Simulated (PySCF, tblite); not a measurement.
Calculations on `C/C=[C]\[C@H](C)N` [radical], in the order of a workflow; each names the level of the geometry that it ran on. Settings lines and outputs come from a driver script.

Species: C5H10N (doublet state).
Atom-mapped SMILES: `[CH3:1]/[CH:2]=[C:3]\[C@H:4]([CH3:5])[NH2:6]` (hydrogens: H7, H8, H9 on C1; H10 on C2; H11 on C4; H12, H13, H14 on C5; H15, H16 on N6)

Step 1: GFN2-xTB geometry optimisation, gas phase (tblite 0.8.0) (from a force-field or distance-geometry start)
```json
{"job": {"kind": "relax", "xc": "GFN2-xTB", "basis": "xTB"}, "charge": 0, "multiplicity": 2}
```
```
step      E/eV     max force
  0    -505.75859    1.262
  1    -505.80485    0.702
  2    -505.81215    0.571
...
147    -505.99883    0.049
148    -505.99889    0.014
149    -505.99895    0.010
150    -505.99223    0.366
151    -505.99898    0.009
```

Energy lowered by 5.5 kcal/mol over 151 steps; largest atomic force 0.009 eV/Å at the end. «max force» is the largest atomic force in eV/Å.

Step 2: GFN2-xTB harmonic vibrations, gas phase (tblite 0.8.0) (on the GFN2-xTB geometry)
```json
{"job": {"kind": "ir", "xc": "GFN2-xTB", "basis": "xTB"}, "charge": 0, "multiplicity": 2}
```
```
(table of modes left out)
```

42 modes from -42 to 3429 cm⁻¹ (unscaled, harmonic, a negative number standing for an imaginary wavenumber); zero-point energy 86.1 kcal/mol from the real modes; the lowest is imaginary at this level.

Step 3: UKS B3LYP, pcH-1 on C H N, non-relativistic, mean-field spin-orbit, GIAO (PySCF 2.14.0) (on the GFN2-xTB geometry)
```json
{"job": {"kind": "epr", "basis": "pcH-1"}, "charge": 0, "multiplicity": 2}
```
```
...
E = -251.22972898 Eh   <S^2> = 0.7586 (exact 0.7500)
g shifts (ppm)      1          2          3
  rmc          -162       -162       -162
  gc             43         12         28
  oz_so        -557         35        440
  total        -675       -114        306
hyperfine (MHz)  atom isotope    a_iso     a_fc   dipolar eigenvalues
    0   13C      83.42      83.42     -7.66     -6.98     14.65
    1   13C     -14.98     -14.98    -17.46      2.47     15.00
    2   13C     227.96     227.96    -81.03    -61.22    142.24
    3   13C      13.81      13.81     -5.01     -3.33      8.34
    4   13C       9.57       9.57     -2.00     -0.88      2.87
    5   14N       1.49       1.49     -4.47     -4.24      8.71
    6    1H      -8.97      -8.97     -3.91     -1.67      5.58
    7    1H      -8.58      -8.58     -3.97     -1.74      5.71
    8    1H      -6.22      -6.22     -5.47     -1.11      6.58
    9    1H     125.61     125.61     -6.31     -5.26     11.56
   10    1H      53.10      53.10     -7.42     -4.80     12.22
   11    1H      -0.32      -0.32     -2.17     -1.51      3.68
   12    1H      -0.71      -0.71     -3.78     -2.43      6.21
   13    1H      -1.38      -1.38     -3.08     -2.65      5.74
   14    1H      -3.61      -3.61     -7.07     -1.00      8.07
...
```

⟨S²⟩ 0.759; g_iso 2.0022. rmc, gc and oz_so are the mass-correction, gauge-correction and orbital-Zeeman/spin–orbit parts of the g shift along its three principal axes; a_iso is the isotropic hyperfine coupling and a_fc its Fermi-contact part. The log counts atoms from 0, this text from 1.

Task: Which step took the most CPU time, and about what did each take on one thread, Intel Xeon at 2.50 GHz (x86_64) (shared host)?

Result: Step 3, about 97 % of the total. CPU time by step: 1: 2.1 s, 2: 1.1 s, 3: 1.7 min.

Geometry of the electronic-property runs (GFN2-xTB):
```
atom  x, y, z in Å
C1     2.1825   -0.1283   -0.2913
C2     1.3557    0.0583    0.9692
C3     0.0788    0.2422    1.0881
C4    -1.1874    0.3887    0.3583
C5    -1.7680   -0.9904    0.0296
N6    -1.0626    1.1655   -0.8781
H7     2.8971    0.6890   -0.3849
H8     2.7388   -1.0618   -0.2243
H9     1.5582   -0.1576   -1.1801
H10    1.9651    0.0218    1.8691
H11   -1.9097    0.9331    0.9839
H12   -2.6941   -0.8696   -0.5254
H13   -1.9652   -1.5415    0.9446
H14   -1.0647   -1.5585   -0.5754
H15   -0.7226    2.1002   -0.6827
H16   -0.4095    0.7179   -1.5120
```

 GFN2-xTB frequencies show an imaginary mode (42i cm⁻¹), so this geometry is no minimum at that level. (This holds for the electronic-property runs.)

One conformer stands for the species.
